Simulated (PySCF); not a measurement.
**Static response to an electric field**

Species: 1-fluoropentane, C5H11F.
Numbering: `[CH3:1][CH2:2][CH2:3][CH2:4][CH2:5][F:6]` (hydrogens: H7, H8, H9 on C1; H10, H11 on C2; H12, H13 on C3; H14, H15 on C4; H16, H17 on C5)

Structure used (GFN2-xTB), in Å, numbered top down from 1:
```
atom  x, y, z in Å
C1     2.5371    0.1611   -0.1645
C2     1.2556   -0.3394    0.4905
C3     0.0135    0.1448   -0.2530
C4    -1.2761   -0.3763    0.3797
C5    -2.5131    0.1804   -0.3101
F6    -2.6064    1.5384   -0.1119
H7     2.6096   -0.2006   -1.1879
H8     3.4083   -0.1860    0.3858
H9     2.5558    1.2483   -0.1844
H10    1.2172    0.0105    1.5243
H11    1.2615   -1.4318    0.5115
H12   -0.0067    1.2364   -0.2509
H13    0.0646   -0.1862   -1.2931
H14   -1.3134   -1.4655    0.3172
H15   -1.3076   -0.0940    1.4341
H16   -3.4321   -0.2550    0.0965
H17   -2.4747    0.0270   -1.3937
```

Level: CAM-B3LYP/def2-SVPD (PySCF), static field, nuclei fixed, core orbitals frozen in the response. The polarisability tensor in these axes (au):

```
x   73.71 -0.11  0.33
y   -0.11 58.42 -1.36
z    0.33 -1.36 58.39
```

Q: Give the principal values, the mean and the anisotropy Δα = √{½[(α1 − α2)² + (α2 − α3)² + (α1 − α3)²]}.

A: Principal values 57.04, 59.75 and 73.72 au; mean 63.51 au = 9.41 Å³ = 10.47 × 10⁻⁴⁰ C²·m²/J; Δα = 15.50 au (24 % of the mean).

Q: What is the dipole moment, and where does it point?

A: (0.45, -1.83, -0.11) D, 1.89 D in size, pointing from the negative to the positive side. Measured along this direction, the outermost atoms are F6 at the negative end and H11 at the positive end.

Q: What molar refraction does this α imply?

A: Lorentz–Lorenz: R = (4π/3)N_A α = 2.5225 cm³/(mol·Å³) × 9.41 Å³ = 23.7 cm³/mol, in the limit of long wavelengths.

Q: What would n − 1 = 2πNα be for an ideal gas of these molecules at 273.15 K and 1 atm, electronic part alone?

A: N = p/kT = 2.6868 × 10¹⁹ cm⁻³, so n − 1 = 2π × N × 9.41 × 10⁻²⁴ cm³ = 1589 × 10⁻⁶ at long wavelengths, for an ideal gas.

Q: In TDDFT the mean static polarisability is Σ f/ω² over all singlet excitations (ω in hartree). How much of it do the 8 lowest give? Their energies (eV) and oscillator strengths: 8.80, 0.0164; 9.03, 0.0011; 9.09, 0.0068; 9.23, 0.0072; 9.40, 0.0011; 9.48, 0.0070; 9.58, 0.0096; 9.71, 0.0183.

A: They add up to 0.58 au, 0.9 % of the 63.51 au; the largest single term is 0.16 au, from the state at 8.80 eV. Terms in order: 0.16, 0.01, 0.06, 0.06, 0.01, 0.06, 0.08, 0.14 au. Higher excitations give the rest. The strengths listed sum to 0.068.

Isolated species at its GFN2-xTB geometry (one conformer only).
